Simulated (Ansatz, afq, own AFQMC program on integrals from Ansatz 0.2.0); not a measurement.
## SiN, doublet in 6-31G, levels against full CI

```yaml
atoms:
  - { symbol: Si, position_ang: [0.0000, 0.0000, 0.0000] }
  - { symbol: N, position_ang: [0.0000, 0.0000, 1.5638] }
```

Basis 6-31G. Noble-gas cores (and the filled d shells of Ga–Kr and In–Xe) are frozen. Integrals, coupled cluster, full CI and functionals: Ansatz 0.2.0; the random walks run on the same integrals in our own AFQMC program. ph-AFQMC/CISD is guided by a CISD state made of CCSD amplitudes; releasing the constraint for a short imaginary time cuts its bias at the price of noise, slowly where states lie close. ± is one standard error of the sampling.

Determinant: UHF, the one that the program's search chose, which needn't be the lowest solution. The geometry is a point of a scan.

Full CI on the same integrals is exact in this basis and with this determinant's frozen core.

Cautions: strong correlation (T1 0.096, weight of the determinant 0.73, largest double 0.11); unrestricted determinant spin contaminated (⟨S²⟩ 1.30 against 0.75); CCSD(T) is in doubt: in a space of 9 electrons in 8 natural orbitals full CI lies 95 meV below it; the released energies are still falling, so no released level is given (meV from the phaseless value at times in 1/Eh: -18 ± 5 at 0.24, -26 ± 5 at 0.51, -47 ± 4 at 0.99, -52.9 ± 2.5 at 1.62, -50 ± 16 at 2.40).

- T1 diagnostic: 0.0962
- weight of the determinant in the CISD state: 0.734
- ⟨S²⟩ of the determinant: 1.299
- size of the correlated space: 9 electrons in 16 orbitals

```tsv
level	correlation energy (eV)
MP2	-3.4248
CCSD	-4.4091
CCSD(T)	-4.5927
```

Problem. Estimate where full CI lies against CCSD(T) on the same integrals.

Solution. 146.4 meV below CCSD(T).

Reference: full CI, correlation energy -4.739 eV. The cautions show a poor starting determinant, so the rows tell how each method copes with it here, and full CI is the sure value.

```json
{"level": "CCSD(T)", "E − E(reference) (meV)": "146.4", "share of correlation (%)": "96.91"}
{"level": "CCSDT", "E − E(reference) (meV)": "56.6", "share of correlation (%)": "98.81"}
{"level": "CCSDT(Q)", "E − E(reference) (meV)": "1.5", "share of correlation (%)": "99.97"}
{"level": "CCSDTQ", "E − E(reference) (meV)": "9.7", "share of correlation (%)": "99.80"}
{"level": "ph-AFQMC/HF", "E − E(reference) (meV)": "185.7 ± 23.9", "share of correlation (%)": "96.08"}
{"level": "ph-AFQMC/CISD", "E − E(reference) (meV)": "81.9 ± 4.7", "share of correlation (%)": "98.27"}
```

CCSDT and higher add their correlation energy to the determinant of the CCSD(T) run, since their own runs factorise the integrals more tightly (a shift of under 2 meV). A walk keeps the symmetry of its determinant, which the program's search chose and which needn't be the lowest solution, so a lower state of the same spin and another symmetry isn't excluded.
